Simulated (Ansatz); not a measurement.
For zinc-blende CuCl, PBE (PAW; Ansatz, an electronic-structure program) gives:

| Item | Value |
|---|---|
| lattice constant a | 5.424 Å |
| bulk modulus | 48.7 GPa |
| cohesive energy | 2.88 eV/atom |
| band gap at the measured cell | 0.54 eV |

Q: What does B3LYP (VWN-RPA form) (plane waves, PAW; Ansatz) give for the same quantities?

A: 
- lattice constant a: 5.547 Å (goes up by 2.3 %)
- bulk modulus: 40.6 GPa (falls by 17 %)
- cohesive energy: 2.62 eV/atom (falls by 0.26 eV/atom)
- band gap at the measured cell: 2.66 eV (increases by 2.12 eV)

For comparison: lattice constant a 5.409 Å (measured, low temperature, extrapolated to low temperature; as tabulated in arXiv:1206.3780); bulk modulus 38.1 GPa (measured, temperature not stated, not corrected to a static lattice; as tabulated in Gopakumar et al. (2017), arXiv:1612.07068); cohesive energy 3.1 ± 0.03 eV/atom (worked out here from tabulated enthalpies at 298 K, copied from a table, unchecked, brought to a static lattice with a Debye model, atoms in their spin–orbit ground levels; inputs from the CRC Handbook); band gap 3.39 eV (measured, 2 K, zero-point motion not removed; as tabulated in arXiv:1206.3780).

Changes are worked out from the printed values.

Unless a cell is named, each level is at its own relaxed cell (PBE 19.95, B3LYP (VWN-RPA form) 21.34 Å³/atom).

Density-functional gaps are differences of (generalised) Kohn–Sham levels.

Ansatz's density-functional and Hartree–Fock values are scalar-relativistic unless marked +SOC, with PAW data made under PBE.
